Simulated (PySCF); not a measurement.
nitric oxide (NO), SMILES [N]=O, multiplicity 2. Geometry optimised at PBE-D3(BJ)/def2-TZVPD.

These are PBE-D3(BJ)/def2-TZVPD (PySCF) values and carry that method's errors.

Harmonic wavenumbers (cm⁻¹): 1890. Rotational constants (GHz): 50.50 (linear); symmetry number 1.

**Question.** Work out the zero-point energy and the ideal-gas rigid-rotor harmonic-oscillator thermochemistry at 298.15 K and 1 atm.

**Answer.** ZPE = ½ Σ hcν = ½ × 1890 cm⁻¹ = 2.70 kcal/mol. H − E(el) = 4.78 kcal/mol. Entropy in cal/(mol K): translation 36.13, rotation 11.55, vibration 0.00, spin 1.38, total 49.06. G − E(el) = -9.85 kcal/mol. Cp = 6.97 cal/(mol K).
